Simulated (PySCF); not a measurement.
Constitutional and geometric isomers with formula C2H3N. Gas-phase values, no solvent. Strings in code marks are SMILES.

All values below come from PBE-D3(BJ)/def2-TZVP // PBE0-D3(BJ)/def2-TZVP (PySCF). All candidates: neutral, multiplicity 1. 

* **LUMO**: -0.19 eV
* **HOMO**: -8.10 eV
* **dipole moment**: 3.94 D

Problem. Identify which member has these values.
A) `CC#N`
B) `C#CN`
C) `[C-]#[N+]C`
D) `C=C=N`

Solution. A, `CC#N`. The others give `[C-]#[N+]C`: -0.39 eV, -7.05 eV, 3.97 D; `C#CN`: -0.03 eV, -5.27 eV, 1.93 D; `C=C=N`: -1.20 eV, -5.73 eV, 1.43 D
